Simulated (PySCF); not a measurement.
Cyclopropene, C3H4.
SMILES with atom numbers: `[CH:1]1=[CH:2][CH2:3]1` (hydrogens: H4 on C1; H5 on C2; H6, H7 on C3)

Computed with PBE0-D3(BJ)/def2-TZVP geometry optimisation, gas phase (PySCF 2.14.0).

Task: List the bond lengths and angles at this level.

Result: 
```json
{"bond": "C1=C2", "length (bohr)": "2.432", "order": "double"}
{"bond": "C1–C3, C2–C3", "length (bohr)": "2.831", "order": "single"}
{"bond": "C1–H4, C2–H5", "length (bohr)": "2.034", "order": "single"}
{"bond": "C3–H6, C3–H7", "length (bohr)": "2.061", "order": "single"}
```

Bonds in one row agree within 0.02 bohr and their mean is given. Orders are formal, as drawn. A selection of angles:
```json
{"angle": "C2–C1–C3", "degrees": "64.6"}
{"angle": "C2–C1–H4", "degrees": "149.8"}
{"angle": "C3–C1–H4", "degrees": "145.6"}
{"angle": "C2–C3–H6", "degrees": "119.6"}
{"angle": "C1–C3–C2", "degrees": "50.9"}
{"angle": "H6–C3–H7", "degrees": "113.6"}
```

The C–C distances run from 1.287 Å (C1=C2, drawn double) to 1.498 Å (C1–C3, drawn single), a spread of 0.211 Å. The 3-membered ring C1–C2–C3 has internal angles of 50.9° to 64.6°.

Point group: C2v (every atom within 0.08 Å of its image). PBE0-D3(BJ)/def2-TZVP frequencies: not computed here.

On an Arm Neoverse V1 with one thread (shared host), this took 13 s wall and 0.49 GiB of memory at its peak. That covers the optimisation of the geometry.
